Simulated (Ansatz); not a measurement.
# BN2H5 (SMILES NBN): single points off equilibrium

Aim: energy, forces and dipole at a structure displaced at random from a GFN2-xTB minimum, from CCSD(T) and from density functionals.

Computed with Ansatz 0.2.0, Gaussian basis. Level: single points in def2-TZVPP.

Correlated methods freeze the cores. B3LYP uses VWN-RPA correlation.

## 1. The system as given

SMILES `NBN`, 8 atoms, charge 0, spin multiplicity 1.

Atoms are counted from 1 here; the program's logs count them from 0.

Bond lengths: N1–B2 1.421 Å, N1–H4 0.978 Å, N1–H5 0.967 Å, B2–N3 1.365 Å, B2–H6 1.203 Å, N3–H7 1.057 Å, N3–H8 0.989 Å. Angles: B2–N1–H4 120.9°, B2–N1–H5 127.9°, H4–N1–H5 111.2°, N1–B2–N3 122.9°, N1–B2–H6 117.6°, N3–B2–H6 119.5°, B2–N3–H7 120.1°, B2–N3–H8 124.3°, H7–N3–H8 115.5°.

Geometry (Å):

```
N    -0.94250    0.52990   -0.58940
B     0.20040    0.35720    0.23670
N     0.81630   -0.84910    0.40910
H    -1.31580   -0.22010   -1.09360
H    -1.43280    1.34540   -0.76260
H     0.61900    1.32400    0.81680
H     1.65950   -0.92870    1.04200
H     0.56260   -1.67760   -0.06720
```

## 2. CCSD(T)/def2-TZVPP

File run/in.yaml:

```yaml
crystal:
  periodic: [false, false, false]
  atoms:
    - {symbol: N, position_ang: [-0.942500, 0.529900, -0.589400]}
    - {symbol: B, position_ang: [0.200400, 0.357200, 0.236700]}
    - {symbol: N, position_ang: [0.816300, -0.849100, 0.409100]}
    - {symbol: H, position_ang: [-1.315800, -0.220100, -1.093600]}
    - {symbol: H, position_ang: [-1.432800, 1.345400, -0.762600]}
    - {symbol: H, position_ang: [0.619000, 1.324000, 0.816800]}
    - {symbol: H, position_ang: [1.659500, -0.928700, 1.042000]}
    - {symbol: H, position_ang: [0.562600, -1.677600, -0.067200]}
basis:
  gaussian: {orbitals: def2-TZVPP}
correlation: {method: ccsd_t}
output: {forces: true}
```

The command line of these runs was not kept.

## 3. PBE0-D4/def2-TZVPP

run/in.yaml: that of step 2 with these lines changed.

```diff
@@ -13,3 +13,3 @@
   gaussian: {orbitals: def2-TZVPP}
-correlation: {method: ccsd_t}
-output: {forces: true}
+hamiltonian: {xc: pbe0, dispersion: d4}
+output: {forces: true, orbitals: {seedname: orbitals}}
```

## 4. wB97M-V/def2-TZVPP

run/in.yaml: that of step 3 with these lines changed.

```diff
@@ -13,3 +13,3 @@
   gaussian: {orbitals: def2-TZVPP}
-hamiltonian: {xc: pbe0, dispersion: d4}
-output: {forces: true, orbitals: {seedname: orbitals}}
+hamiltonian: {xc: {name: wB97M-V}}
+output: {forces: true}
```

## 5. r2SCAN-D4/def2-TZVPP

run/in.yaml: that of step 4 with these lines changed.

```diff
@@ -13,3 +13,3 @@
   gaussian: {orbitals: def2-TZVPP}
-hamiltonian: {xc: {name: wB97M-V}}
+hamiltonian: {xc: r2scan, dispersion: d4}
 output: {forces: true}
```

## 6. PBE-D4/def2-TZVPP

run/in.yaml: that of step 5 with these lines changed.

```diff
@@ -13,3 +13,3 @@
   gaussian: {orbitals: def2-TZVPP}
-hamiltonian: {xc: r2scan, dispersion: d4}
+hamiltonian: {xc: pbe, dispersion: d4}
 output: {forces: true}
```

## 7. wB97X-V/def2-TZVPP

run/in.yaml: that of step 6 with these lines changed.

```diff
@@ -13,3 +13,3 @@
   gaussian: {orbitals: def2-TZVPP}
-hamiltonian: {xc: pbe, dispersion: d4}
+hamiltonian: {xc: {name: wB97X-V}}
 output: {forces: true}
```

## 8. B3LYP-D4/def2-TZVPP

run/in.yaml: that of step 7 with these lines changed.

```diff
@@ -13,3 +13,3 @@
   gaussian: {orbitals: def2-TZVPP}
-hamiltonian: {xc: {name: wB97X-V}}
+hamiltonian: {xc: {name: B3LYP}, dispersion: d4}
 output: {forces: true}
```

(Steps that only read results are left out.)

What does the calculation give? Wanted: energy less free atoms, CCSD(T)/def2-TZVPP; RMS force component; RMS force error; HOMO and LUMO, PBE0-D4; T1 diagnostic.

**Answer**, as computed:

| quantity | value |
| --- | --- |
| energy less free atoms, CCSD(T)/def2-TZVPP | -29.499 eV |
| RMS force component | 1.157 to 1.194 eV/Å over the methods |
| RMS force error | PBE0-D4 0.120, wB97M-V 0.063, r2SCAN-D4 0.098, PBE-D4 0.200, wB97X-V 0.052, B3LYP-D4 0.090 eV/Å |
| HOMO and LUMO, PBE0-D4 | -6.89 and 1.05 eV |
| T1 diagnostic | 0.010 |

What this shows: Against CCSD(T) the functionals' energies less atoms differ by -1.664 to -0.922 eV, PBE-D4 by -1.664 eV. The reference is not at the basis limit: in triple zeta CCSD(T) underbinds, which counts against methods that bind more; the gaps are no ranking. The forces of wB97X-V come nearest to CCSD(T), those of PBE-D4 are farthest.
